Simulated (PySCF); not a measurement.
# C2H5F: the cost of one run

Programs: PySCF 2.14.0, with density-fitted response routines of our own. Each step states its level of theory. These are calculated values for one molecule in the gas phase, unless marked as measured. Atoms are numbered from 0 throughout.

**1. The molecule as given**

8 atoms, charge 0, multiplicity 1; geometry from: GFN2-xTB. The atoms were then displaced at random by about 0.01 Å, so the start is not that level's minimum.

Bonds of the start (Å): C0–C1 1.49, C1–F2 1.37, C0–H3 1.08, C0–H4 1.12, C0–H5 1.07, C1–H6 1.10, C1–H7 1.09.

**2. Optimising the geometry at PBE0-D3(BJ)/def2-SVP**

What the job is given:

```
{"job": {"xc": "PBE0", "basis": "def2-SVP", "d3": "d3bj", "grid": 1, "shake": 0.01, "kind": "geom"}, "charge": 0, "multiplicity": 1}
C     -0.758390    -0.038260    -0.045780
C      0.730010    -0.066000     0.013460
F      1.213050     1.142970     0.440770
H     -1.156740     0.203920     0.929930
H     -1.101890     0.758750    -0.748900
H     -1.162240    -0.965620    -0.396050
H      1.188440    -0.245160    -0.968710
H      1.102900    -0.809750     0.722810
```

Launch:

```bash
> OMP_NUM_THREADS=1 python probes_run.py task.json out
```

The driver reads the jobs from task.json and runs them one after another.

Q: Estimate the wall time and peak memory of this first job on 1 thread of Arm Neoverse N1, shared host.

About 7.2 s, with a peak of 0.3 GiB.
